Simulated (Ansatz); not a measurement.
A nudged elastic band was laid between two geometries of CH6AlF (9 atoms, charge 0, multiplicity 1).

These are results of RHF/def2-SVP in Ansatz 0.2.0, not measurements.

| Item | Value |
| --- | --- |
| movable images | 9 |
| climbing image | yes |
| spring | 5.0 eV/Å² |
| optimiser | quadratic models (default) |
| start path | through a guess of the saddle point |
| force threshold | 0.5 eV/Å |
| iteration limit | 60 |
| end points | relaxed |

First end point:

```xyz
9
Properties=species:S:1:pos:R:3
Al 0.043 -0.098 0.078
H 0.085 -0.607 1.593
C 1.713 -0.049 -0.971
H 1.973 -1.054 -1.324
H 1.629 0.585 -1.859
H 2.565 0.309 -0.384
H -1.368 -0.099 -0.646
F 0.001 1.932 0.816
H -0.067 1.979 1.723
```

Last end point:

```xyz
9
Properties=species:S:1:pos:R:3
Al -0.080 0.619 -0.523
H 0.247 -0.081 2.344
C 1.703 0.019 -1.045
H 1.761 -1.066 -1.164
H 1.991 0.466 -2.003
H 2.461 0.324 -0.317
H -1.406 -0.218 -0.630
F -0.254 2.176 0.029
H 0.151 0.660 2.335
```

**Question.** Which bonds break or form, and what moves?

**Answer.** Bonds broken: Al1–H2, F8–H9. Bonds formed: H2–H9. CH6AlF becomes CH4AlF + H2.

**Question.** What energy profile does the band end with?

**Answer.** It converged. The highest image is number 4 of 0 to 10, 44.6 kJ/mol above the first end and 169.0 kJ/mol above the last; the last end lies 124.4 kJ/mol below the first. The threshold of 0.5 eV/Å is loose, so the images may lie well off the minimum-energy path. The order of the stationary point at the top wasn't checked. The orbitals stay closed-shell, which can raise the energy where a bond breaks towards radicals; this wasn't checked here.

| image | path coordinate (Å) | energy (kJ/mol) | Al1–H2 (Å) | F8–H9 (Å) | H2–H9 (Å) |
| --- | --- | --- | --- | --- | --- |
| 0 | 0.00 | 0.0 | 1.60 | 0.91 | 2.59 |
| 1 | 0.30 | 1.6 | 1.60 | 0.91 | 2.24 |
| 2 | 0.61 | 8.4 | 1.62 | 0.92 | 1.84 |
| 3 | 0.91 | 23.5 | 1.66 | 0.95 | 1.46 |
| 4 | 1.22 | 44.6 | 1.74 | 1.10 | 1.10 |
| 5 | 1.56 | -25.2 | 1.85 | 1.45 | 0.82 |
| 6 | 1.89 | -92.2 | 2.07 | 1.81 | 0.76 |
| 7 | 2.22 | -116.1 | 2.29 | 2.15 | 0.75 |
| 8 | 2.55 | -122.9 | 2.53 | 2.45 | 0.74 |
| 9 | 2.88 | -124.2 | 2.72 | 2.73 | 0.75 |
| 10 | 3.21 | -124.4 | 2.97 | 2.79 | 0.75 |

**Question.** What is the geometry of the highest image?

**Answer.** 
```xyz
9
Properties=species:S:1:pos:R:3
Al 0.017 0.203 -0.020
H 0.098 0.056 1.716
C 1.719 -0.028 -0.958
H 1.879 -1.057 -1.292
H 1.732 0.605 -1.853
H 2.575 0.263 -0.343
H -1.402 -0.214 -0.553
F -0.061 1.930 0.787
H 0.015 1.140 1.544
```

Run time: 2.3 min on 1 thread of Arm Neoverse N1 (shared host), peak memory 0.13 GiB.
